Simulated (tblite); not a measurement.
**Question.** What does the GFN2-xTB structure of cyclobutanol, `OC1CCC1` look like in three dimensions?

**Answer.** 
```
atom  x, y, z in Å
O1     1.689   -0.942   -0.631
C2     0.686   -0.489    0.238
C3     0.296    1.002    0.153
C4    -1.177    0.584    0.023
C5    -0.732   -0.866   -0.215
H6     2.527   -0.541   -0.379
H7     0.899   -0.804    1.269
H8     0.682    1.463   -0.754
H9     0.553    1.620    1.011
H10   -1.734    1.051   -0.786
H11   -1.730    0.706    0.952
H12   -1.232   -1.638    0.365
H13   -0.732   -1.145   -1.265
```

Orientation and origin are arbitrary. Atoms count from 1 in this order. The 4-membered ring C2–C3–C4–C5 has internal angles of 89.1° to 89.5° (sum 357°, against 360° for a flat polygon); it is puckered, 0.08 Å rms from its mean plane, widest ring torsion 12°. O1 (alcohol oxygen) is bent (angle 109.0°).

Bonds between heavy atoms (Å): O1–C2 1.402, C2–C3 1.544, C3–C4 1.536, C4–C5 1.536, C2–C5 1.536.

Computed geometry: GFN2-xTB, gas phase.

Its GFN2-xTB frequencies are all real (lowest 106 cm⁻¹). The numbers are those of one conformer (H–O1–C2–C3 68°, O1–C2–C3–C4 128°, C2–C3–C4–C5 -12°, C3–C4–C5–C2 12°, O1–C2–C5–C4 -132°).
